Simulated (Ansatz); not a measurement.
`CP(C)(C)=N`, one more setting.

```yaml
crystal:
  periodic: [false, false, false]
  atoms:
    - {symbol: C, position_ang: [-1.617433, 0.188433, 0.316846]}
    - {symbol: P, position_ang: [0.100232, 0.341649, -0.267122]}
    - {symbol: C, position_ang: [1.053885, 0.151906, 1.272184]}
    - {symbol: C, position_ang: [0.407931, -1.175284, -1.185492]}
    - {symbol: N, position_ang: [0.450247, 1.538290, -1.200033]}
    - {symbol: H, position_ang: [-1.860891, 1.052568, 0.938943]}
    - {symbol: H, position_ang: [-1.778512, -0.722376, 0.898161]}
    - {symbol: H, position_ang: [-2.281886, 0.191283, -0.548771]}
    - {symbol: H, position_ang: [0.869222, 1.015696, 1.914657]}
    - {symbol: H, position_ang: [2.116333, 0.130282, 1.024122]}
    - {symbol: H, position_ang: [0.787114, -0.757018, 1.816367]}
    - {symbol: H, position_ang: [0.183362, -2.059367, -0.586869]}
    - {symbol: H, position_ang: [1.455242, -1.192268, -1.489239]}
    - {symbol: H, position_ang: [-0.211552, -1.171020, -2.083065]}
    - {symbol: H, position_ang: [0.326715, 2.467206, -0.820698]}
basis:
  gaussian: {orbitals: def2-SVPD}
hamiltonian: {xc: {name: HSE06}, dispersion: d3bjatm, pseudopotentials: {relativity: scalar}}
output: {forces: true}
```

```sh
$ ansatz run in.yaml --threads 4 --pin off --events-out ev --progress --plain --max-ram 10444MiB
```

It prints (some lines left out):

```
Functional definition: HSE06
1567 factors; their error is unknown
228 factors; integrals over basis functions are off by at most 2.5e-7 eV
mean field evaluation 1: about -14044.8946 eV, gradient 8.0e1 eV
mean field evaluation 2: about -14027.7841 eV, gradient 1.1e2 eV
mean field evaluation 4: about -14058.9029 eV, gradient 4.3e0 eV
mean field evaluation 8: about -14058.9465 eV, gradient 6.3e-2 eV
mean field evaluation 16: about -14058.9947 eV, gradient 1.5e-5 eV
mean field -14058.99466063 eV, -516.6585242493 hartree, gradient 1.5e-5 eV, S^2 0.000000; 0 other end points of the search recorded, 0 dependent functions left out
reference -14058.99471255 eV, -516.6585261574 hartree; 25, 25 occupied and 159, 159 virtual orbitals, 1567 factors
Total energy: -14059.23374930 eV, -516.6673105959 hartree
Relativity: scalar
Atom 0 at    -1.617433     0.188433     0.316846 Å, force    -0.022826     0.015260     0.000081 eV/Å
Atom 1 at     0.100232     0.341649    -0.267122 Å, force    -0.148896    -0.531421     0.396360 eV/Å
Atom 2 at     1.053885     0.151906     1.272184 Å, force     0.017855     0.014749     0.014516 eV/Å
Atom 3 at     0.407931    -1.175284    -1.185492 Å, force    -0.001996    -0.023177     0.004772 eV/Å
Atom 4 at     0.450247     1.538290    -1.200033 Å, force     0.212677     0.613825    -0.571476 eV/Å
Atom 5 at    -1.860891     1.052568     0.938943 Å, force    -0.051639     0.185689     0.138652 eV/Å
Atom 6 at    -1.778512    -0.722376     0.898161 Å, force    -0.032620    -0.209558     0.129819 eV/Å
Atom 7 at    -2.281886     0.191283    -0.548771 Å, force    -0.147318    -0.001115    -0.191721 eV/Å
Atom 8 at     0.869222     1.015696     1.914657 Å, force    -0.043338     0.185643     0.141502 eV/Å
Atom 9 at     2.116333     0.130282     1.024122 Å, force     0.235418    -0.006483    -0.054911 eV/Å
Atom 10 at     0.787114    -0.757018     1.816367 Å, force    -0.062268    -0.209085     0.119392 eV/Å
Atom 11 at     0.183362    -2.059367    -0.586869 Å, force    -0.050783    -0.206704     0.134797 eV/Å
Atom 12 at     1.455242    -1.192268    -1.489239 Å, force     0.234581     0.001165    -0.069874 eV/Å
Atom 13 at    -0.211552    -1.171020    -2.083065 Å, force    -0.137320     0.005974    -0.202536 eV/Å
Atom 14 at     0.326715     2.467206    -0.820698 Å, force    -0.001528     0.165237     0.010626 eV/Å
Dipole moment:    -0.211458    -0.453102     0.573491 e Å
```

Hardware: 4 threads of an Intel Xeon on a shared host. Wall time 3.2 s, peak host memory 0.56 GiB.
